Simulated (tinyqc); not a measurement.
Worked calculation: harmonic frequencies on the LDA (VWN5)/sto-3g surface (energies and gradients from PySCF), for H2O, spin multiplicity 1. One step of it, computed by the program tinyqc.

Task: One row of the Hessian: 3Hy. Displace 3Hy by +/-0.005 bohr; H(k, :) = (g(+) - g(-)) / (2 delta).

optimised positions (bohr):
```
            x          y          z
1O  -0.008019   0.002331  -0.079103
2H  -0.012738   1.454801   1.219030
3H   0.096360  -1.455275   1.209058
```

gradient at +delta (hartree/bohr):
```
              x            y            z
1O   0.00008773  -0.00142990   0.00077013
2H   0.00001553  -0.00015528   0.00025219
3H  -0.00009920   0.00159235  -0.00102098
```

gradient at -delta (hartree/bohr):
```
              x            y            z
1O  -0.00008025   0.00143905  -0.00076939
2H  -0.00001685   0.00019684  -0.00024551
3H   0.00010033  -0.00162893   0.00101630
```

Give: row of the Hessian.

Result:

row of the Hessian (hartree/bohr^2): 1Ox 0.016799, 1Oy -0.286894, 1Oz 0.153951, 2Hx 0.003239, 2Hy -0.035212, 2Hz 0.049770, 3Hx -0.019953, 3Hy 0.322127, 3Hz -0.203728
